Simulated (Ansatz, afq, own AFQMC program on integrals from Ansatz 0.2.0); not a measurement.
**SiH2O, triplet: AFQMC among the cluster methods**

```xyz
4

Si    0.0362   -0.1139    0.7486
O    -0.1136    0.1241   -1.2991
H     0.0908    1.1436    1.5595
H     0.7038    0.0611   -1.7983
```

Connectivity, by distances: SiH–OH.

Basis cc-pVDZ. Noble-gas cores (and the filled d shells of Ga–Kr and In–Xe) are frozen. Integrals, coupled cluster, full CI and functionals: Ansatz 0.2.0; the random walks run on the same integrals in our own AFQMC program. ph-AFQMC/CISD is guided by a CISD state made of CCSD amplitudes; releasing the constraint for a short imaginary time cuts its bias at the price of noise, slowly where states lie close. Uncertainties: one standard error, sampling alone.

Determinant: UHF, the one that the program's search chose, which needn't be the lowest solution. The geometry is a point of a scan.

No full CI on the walks' own integrals is used here; CCSDT(Q) serves as the reference and is uncertain by about the last step of the cluster series.

Cautions: lower spins were not checked; the released energies are still falling, so no released level is given (meV from the phaseless value at times in 1/Eh: 21 ± 21 at 0.24, 7 ± 19 at 0.51, -16 ± 19 at 0.99, -20 ± 23 at 1.62, -42 ± 27 at 2.40), though the last usable value meets CCSDT(Q) within the noise.

```
T1 diagnostic                               : 0.0292
weight of the determinant in the CISD state : 0.877
⟨S²⟩ of the determinant                     : 2.023
size of the correlated space                : 12 electrons in 36 orbitals
```

```
  level  correlation energy (eV)
    MP2                  -7.0980
   CCSD                  -7.6907
CCSD(T)                  -7.9109
```

(1) Estimate where phaseless AFQMC with a CISD trial lies against CCSD(T) on the same integrals.

(1) 4.7 ± 2.3 kJ/mol below CCSD(T). The gap is under twice the noise, so this walk alone can't tell the two apart.

Reference: CCSDT(Q), correlation energy -7.977 eV.

```tsv
level	E − E(reference) (kJ/mol)	share of correlation (%)
CCSD(T)	6.4	99.17
CCSDT	3.1	99.59
ph-AFQMC/CISD	1.7 ± 2.3	99.78
```
